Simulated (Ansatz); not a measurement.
# AlH4MgN: one structure at several levels

How do the functionals fare away from a minimum? The structure is a frame of a short trajectory.

The runs use Ansatz 0.2.0, Gaussian basis; single points in def2-TZVPP.

Cores are frozen in the correlated methods. The outer core shell of Li, Na, Mg and K is correlated.

## (1) Starting geometry

7 atoms, charge 0, spin multiplicity 1.

Atoms are counted from 1 here; the program's logs count them from 0.

Bond lengths: N1–Mg2 1.974 Å, N1–H4 1.094 Å, N1–H5 0.987 Å, Mg2–Al3 2.522 Å, Al3–H6 1.631 Å, Al3–H7 1.555 Å. Angles: Mg2–N1–H4 124.1°, Mg2–N1–H5 119.1°, H4–N1–H5 113.6°, N1–Mg2–Al3 175.4°, Mg2–Al3–H6 122.5°, Mg2–Al3–H7 123.0°, H6–Al3–H7 114.5°.

As a file:

```xyz
7
AlH4MgN
N    -1.9682   -0.2208   -1.2045
Mg   -0.2611   -0.0678   -0.2243
Al    1.8137    0.1929    1.1848
H    -2.8097    0.4677   -1.0808
H    -1.9912   -0.7236   -2.0533
H     1.9580    1.3474    2.3275
H     3.0507   -0.7400    1.0523
```

## (2) PBE-D4/def2-TZVPP

Contents of run/in.yaml:

```yaml
crystal:
  periodic: [false, false, false]
  atoms:
    - {symbol: N, position_ang: [-1.968179, -0.220832, -1.204508]}
    - {symbol: Mg, position_ang: [-0.261113, -0.067799, -0.224305]}
    - {symbol: Al, position_ang: [1.813735, 0.192914, 1.184806]}
    - {symbol: H, position_ang: [-2.809732, 0.467677, -1.080782]}
    - {symbol: H, position_ang: [-1.991243, -0.723609, -2.053255]}
    - {symbol: H, position_ang: [1.958047, 1.347376, 2.327484]}
    - {symbol: H, position_ang: [3.050687, -0.740050, 1.052304]}
basis:
  gaussian: {orbitals: def2-TZVPP}
hamiltonian: {xc: pbe, dispersion: d4}
output: {forces: true}
```

Started as:

```sh
$ ansatz run in.yaml --threads 1 --pin off --events-out ev --progress --plain --max-ram 4352MiB
```

## (3) r2SCAN-D4/def2-TZVPP

Changes to run/in.yaml since step 2:

```diff
@@ -12,3 +12,3 @@
   gaussian: {orbitals: def2-TZVPP}
-hamiltonian: {xc: pbe, dispersion: d4}
+hamiltonian: {xc: r2scan, dispersion: d4}
 output: {forces: true}
```

## (4) PBE0-D4/def2-TZVPP

Changes to run/in.yaml since step 3:

```diff
@@ -12,3 +12,3 @@
   gaussian: {orbitals: def2-TZVPP}
-hamiltonian: {xc: r2scan, dispersion: d4}
-output: {forces: true}
+hamiltonian: {xc: pbe0, dispersion: d4}
+output: {forces: true, orbitals: {seedname: orbitals}}
```

## (5) wB97M-V/def2-TZVPP

Changes to run/in.yaml since step 4:

```diff
@@ -12,3 +12,3 @@
   gaussian: {orbitals: def2-TZVPP}
-hamiltonian: {xc: pbe0, dispersion: d4}
-output: {forces: true, orbitals: {seedname: orbitals}}
+hamiltonian: {xc: {name: wB97M-V}}
+output: {forces: true}
```

## (6) CCSD(T)/def2-TZVPP

Changes to run/in.yaml since step 5:

```diff
@@ -12,3 +12,3 @@
   gaussian: {orbitals: def2-TZVPP}
-hamiltonian: {xc: {name: wB97M-V}}
+correlation: {method: ccsd_t}
 output: {forces: true}
```

(Steps that only read results are left out.)

What does the calculation give? Wanted: energy less free atoms, CCSD(T)/def2-TZVPP; RMS force component; RMS force error; HOMO and LUMO, PBE0-D4; T1 diagnostic.

**Answer**, as computed:

| quantity | value |
| --- | --- |
| energy less free atoms, CCSD(T)/def2-TZVPP | -1625.9 kJ/mol |
| RMS force component | 1.124 to 1.180 eV/Å over the methods |
| RMS force error | PBE-D4 0.137, r2SCAN-D4 0.016, PBE0-D4 0.040, wB97M-V 0.062 eV/Å |
| HOMO and LUMO, PBE0-D4 | -6.03 and -2.34 eV |
| T1 diagnostic | 0.010 |

Against CCSD(T) the functionals' energies less atoms differ by -59.5 to -28.1 kJ/mol, PBE-D4 by -59.5 kJ/mol. CCSD(T) in triple zeta still lacks some correlation energy of the bonds, so part of these gaps is its own basis error and they don't rank the functionals. For forces r2SCAN-D4 does best and PBE-D4 worst. Frozen-core CCSD(T) forces in triple zeta carry basis errors of their own, and this is one geometry, so small gaps rank nothing.
